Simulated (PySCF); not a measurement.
Level of theory: core-valence-separated Tamm–Dancoff BHandHLYP/aug-pcX-1 (pcseg-1 on H, def2-SVPD on S) in PySCF, non-relativistic, gas phase, PBE0-D3(BJ)/def2-SVP geometry. The energies are unshifted.

Main lines of an unknown, eV (oscillator strength): C K: 285.3 (0.008), 285.7 (0.036), 285.7 (0.012), 285.7 (0.056), 286.0 (0.050). Listed: the first five lines at most of each edge with a tenth or more of its strongest line's intensity; roots within 0.03 eV on the same or equivalent atoms are summed. Only the lowest roots were sought, and the top ones are left out.

Task: Which candidate gives them?
A. `CCCSC`
B. `CC(C)(C)S`

Result: A. 

- `CCCSC`: C K: 285.3 (0.008), 285.7 (0.036), 285.7 (0.012), 285.7 (0.056), 286.0 (0.050). First C line listed at 285.3 eV, hole on the methyl carbon.
- `CC(C)(C)S`: C K: 285.4 (0.028), 285.5 (0.055), 285.5 (0.009), 286.0 (0.050), 286.1 (0.026). First C line listed at 285.4 eV, hole on the methyl carbon.

One conformer each; other structures than these candidates weren't tested.

The values belong to the conformer `[CH3:1][CH2:2][CH2:3][S:4][CH3:5]`: C1–C2–C3–S4 -177°, C2–C3–S4–C5 -71°.
